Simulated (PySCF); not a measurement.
## Static response to an electric field

Compound: F2H2P2.
Structure used (GFN2-xTB), in Å, numbered top down from 1:
```
atom  x, y, z in Å
F1    -1.521   -0.990   -0.864
P2    -0.813    0.415   -0.472
F3    -1.695    0.624    0.872
P4     0.975   -0.422    0.487
H5     1.452    0.871    0.715
H6     1.604   -0.495   -0.759
```

Level: CAM-B3LYP/def2-SVPD (PySCF), static field, nuclei fixed, core orbitals frozen in the response. The polarisability tensor in these axes (au):

```
x   63.98 -5.96  7.25
y   -5.96 48.00 -1.47
z    7.25 -1.47 49.17
```

Question: Give the principal values, the mean and the anisotropy Δα = √{½[(α1 − α2)² + (α2 − α3)² + (α1 − α3)²]}.

Answer: Principal values 45.36, 47.07 and 68.72 au; mean 53.71 au = 7.96 Å³ = 8.86 × 10⁻⁴⁰ C²·m²/J; Δα = 22.55 au (42 % of the mean).

Question: What is the dipole moment, and where does it point?

Answer: (2.18, 0.84, -0.56) D, 2.40 D in size, pointing from the negative to the positive side. Measured along this direction, the outermost atoms are F1 and F3 at the negative end and H6 and H5 at the positive end.

Question: Find the Langevin capture rate constant for NO+ (29.998 u) meeting this molecule (101.960 u), k = 2.342 × 10⁻⁹ cm³/s × √(α in Å³ / reduced mass in u).

Answer: The reduced mass is 23.18 u, so k = 1.37 × 10⁻⁹ cm³/s. The formula leaves out the permanent dipole, which adds to the capture rate.

Question: Sum over states: ᾱ = Σ f/ω², ω in Eh. What share falls to these 8 lowest TDDFT singlets (eV, f)? 5.02, 0.0136; 6.17, 0.3252; 6.71, 0.0403; 6.77, 0.0065; 7.22, 0.0009; 7.35, 0.1264; 7.53, 0.0345; 8.60, 0.1349.

Answer: They add up to 11.05 au, 20.6 % of the 53.71 au; the largest single term is 6.33 au, from the state at 6.17 eV. Terms in order: 0.40, 6.33, 0.66, 0.10, 0.01, 1.73, 0.45, 1.35 au. Higher excitations give the rest. The strengths listed sum to 0.682.

Question: Give the principal axes and the span of the nuclei along them.

Answer: Largest value along (0.89, -0.28, 0.35), where the nuclei span 2.69 Å; middle along (-0.07, 0.68, 0.73), 2.38 Å; least along (0.44, 0.68, -0.58), 1.66 Å. The response follows the extents in order.

Question: How large is μ²/3kT at 400 K beside α?

Answer: In Gaussian units μ²/3kT = 34.81 Å³ against 7.96 Å³, a ratio of 4.37; the Debye molar polarisation (4π/3)N_A(α + μ²/3kT) is 107.9 cm³/mol, leaving out the vibrational part.

Question: Refractivity n − 1 of an ideal gas of it at 350 K and 1 atm, from the electronic α?

Answer: N = p/kT = 2.0968 × 10¹⁹ cm⁻³, so n − 1 = 2π × N × 7.96 × 10⁻²⁴ cm³ = 1049 × 10⁻⁶ at long wavelengths.

Geometry: GFN2-xTB, one conformer, isolated molecule.

The run behind these numbers computed excited states as well. The run took about 17 s of CPU time (one thread, shared machine).
